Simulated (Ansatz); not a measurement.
Process, species as SMILES: OCl (OH-Cl) + H+ → [OH2+]Cl
B3LYP-D3(BJ)/def2-TZVP geometries, fixed; electronic energies without zero-point terms; positive where energy is released.

How fast the proton affinity converges with the basis for several methods (Ansatz, a quantum-chemistry and plane-wave program): deviation from each method's own reference, in kcal/mol. References: B3LYP 159.07 kcal/mol, the value in pcseg-4; CCSD(T) 158.70 kcal/mol, Hartree-Fock in aug-cc-pV(Q+d)Z plus the correlation part extrapolated as X^-3 from aug-cc-pV(T+d)Z and aug-cc-pV(Q+d)Z; HF 163.48 kcal/mol, the value in pcseg-4; MP2 156.62 kcal/mol, Hartree-Fock in aug-cc-pV(Q+d)Z plus the correlation part extrapolated as X^-3 from aug-cc-pV(T+d)Z and aug-cc-pV(Q+d)Z; PBE 157.72 kcal/mol, the value in pcseg-4; r2SCAN 157.95 kcal/mol, the value in pcseg-4. Cartesian d functions, on some or all atoms, in 6-31G*, 6-31G**, 6-31+G*; all else is spherical. In correlated methods cores are frozen. The proton sits at the site shown, which need not be the one that binds it best. No added dispersion term, no relativity. 

| basis | functions | B3LYP | CCSD(T) | HF | MP2 | PBE | r2SCAN |
|---|---|---|---|---|---|---|---|
| 6-31G* | 38 | 0.52 | 1.84 | -3.27 | (withheld) | 1.01 | -0.98 |
| def2-SVP | 42 | 4.87 | 9.90 | 1.75 | (withheld) | 5.02 | 2.94 |
| pcseg-1 | 42 | -2.70 | 1.80 | -4.84 | (withheld) | -2.43 | -3.62 |
| 6-31G** | 44 | 3.81 | 7.82 | 0.80 | (withheld) | 4.24 | 2.48 |
| 6-31+G* | 46 | -3.19 | -1.36 | -4.61 | (withheld) | -2.99 | -3.64 |
| aug-pcseg-1 | 68 | -2.62 | 0.46 | -3.06 | (withheld) | -2.52 | -2.71 |
| 6-311++G(2d,2p) | 82 | -0.83 | 2.48 | -1.13 | (withheld) | -0.73 | -0.96 |
| pcseg-2 | 92 | -0.10 | 3.28 | -0.36 | (withheld) | 0.06 | -0.28 |
| def2-TZVPP | 101 | 0.62 | 3.03 | -0.01 | (withheld) | 0.88 | 0.29 |
| 6-311++G(3df,3pd) | 122 | -0.26 | 2.36 | -0.49 | (withheld) | -0.15 | -0.37 |
| def2-TZVPPD | 125 | -0.16 | 1.90 | -0.32 | (withheld) | -0.12 | -0.21 |
| def2-QZVPPD | 211 | -0.02 | 1.17 | -0.11 | (withheld) | -0.01 | -0.04 |

Task: Complete the blanks.

Result: 
- 6-31G*, MP2: 2.02
- def2-SVP, MP2: 9.76
- pcseg-1, MP2: 1.31
- 6-31G**, MP2: 7.78
- 6-31+G*, MP2: -1.26
- aug-pcseg-1, MP2: -0.01
- 6-311++G(2d,2p), MP2: 1.95
- pcseg-2, MP2: 2.81
- def2-TZVPP, MP2: 2.59
- 6-311++G(3df,3pd), MP2: 2.09
- def2-TZVPPD, MP2: 1.56
- def2-QZVPPD, MP2: 1.05

Mean absolute deviation over 6-311++G(2d,2p), pcseg-2, def2-TZVPP, 6-311++G(3df,3pd), def2-TZVPPD: PBE 0.39, B3LYP 0.39, r2SCAN 0.42, HF 0.46, MP2 2.20, CCSD(T) 2.61 kcal/mol.
